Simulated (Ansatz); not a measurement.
**Corundum (α-Al2O3)**

The numbers are results of BLYP in Ansatz (plane waves, PAW), not measurements.

Numerical settings: plane-wave cutoff 520 eV, 10×10×10 k mesh, Fermi–Dirac smearing 0.01 eV, scalar-relativistic PAW data made under PBE.

Cell (measured lattice):

```cif
data_Al4O6
_chemical_formula_sum 'Al4 O6'
_space_group_name_H-M_alt 'P 1'
_space_group_IT_number 1
_cell_length_a 5.12692
_cell_length_b 5.12692
_cell_length_c 5.12692
_cell_angle_alpha 55.281
_cell_angle_beta 55.281
_cell_angle_gamma 55.281
loop_
_space_group_symop_operation_xyz
  'x, y, z'
loop_
_atom_site_label
_atom_site_type_symbol
_atom_site_fract_x
_atom_site_fract_y
_atom_site_fract_z
_atom_site_occupancy
Al1 Al 0.85218 0.85218 0.85218 1
Al2 Al 0.35218 0.35218 0.35218 1
Al3 Al 0.14782 0.14782 0.14782 1
Al4 Al 0.64782 0.64782 0.64782 1
O1 O 0.44375 0.05625 0.75000 1
O2 O 0.05625 0.75000 0.44375 1
O3 O 0.55625 0.94375 0.25000 1
O4 O 0.25000 0.55625 0.94375 1
O5 O 0.94375 0.25000 0.55625 1
O6 O 0.75000 0.44375 0.05625 1
```

```
Property             Value
--------  ----------------
band gap  6.51 eV (direct)
```

Note: cell and atoms aren't relaxed at this level (largest force component 0.07 eV/Å, pressure 11.9 GPa).

The computed numbers hold no vibrational or temperature effects.

Ansatz is a program for electronic structure.
